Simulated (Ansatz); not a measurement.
Geometry optimisation, Ansatz, RKS PBE0/def2-SVP.

The input (input.yaml):

```yaml
crystal:
  periodic: [false, false, false]
  atoms:
    - { symbol: B, position_ang: [-0.71851, 1.17998, -0.30649] }
    - { symbol: C, position_ang: [-0.54734, -0.34675, -0.15371] }
    - { symbol: "N", position_ang: [0.44808, 0.40443, 0.11845] }
    - { symbol: H, position_ang: [-0.57062, -1.42774, -0.09302] }
    - { symbol: H, position_ang: [1.3884, 0.19008, 0.43477] }
basis:
  gaussian: { orbitals: def2-SVP }
hamiltonian:
  xc: pbe0
relax:
  f_tol: 0.02
  max_steps: 40
```

Launched with:

```bash
$ ansatz run input.yaml --threads 1 --pin off --max-ram 2048MiB --backend cpu --events-out ev --progress --plain --runs-dir out
```

Problem. Where does it end, and by what steps?

Solution. It converged. After 6 steps the energy has fallen by 0.122 eV; B1 moved furthest, 0.06 Å.

```json
{"step": "0", "energy less start (eV)": "0.0000", "largest force component (eV/Å)": "2.262", "accepted": "yes"}
{"step": "1", "energy less start (eV)": "-0.0793", "largest force component (eV/Å)": "1.241", "accepted": "yes"}
{"step": "2", "energy less start (eV)": "-0.1213", "largest force component (eV/Å)": "0.169", "accepted": "yes"}
{"step": "3", "energy less start (eV)": "-0.1222", "largest force component (eV/Å)": "0.064", "accepted": "yes"}
{"step": "4", "energy less start (eV)": "-0.1223", "largest force component (eV/Å)": "0.040", "accepted": "yes"}
{"step": "5", "energy less start (eV)": "-0.1224", "largest force component (eV/Å)": "0.056", "accepted": "yes"}
{"step": "6", "energy less start (eV)": "-0.1224", "largest force component (eV/Å)": "0.005", "accepted": "yes"}
```

```xyz
5
Properties=species:S:1:pos:R:3
B -0.745 1.228 -0.318
C -0.530 -0.368 -0.148
N 0.462 0.381 0.124
H -0.608 -1.461 -0.102
H 1.421 0.220 0.443
```

Whether the end is a true minimum wasn't checked by a vibrational analysis.

Run time: 8.5 s on 1 thread of Arm Neoverse V2 (shared host), peak memory 0.12 GiB.
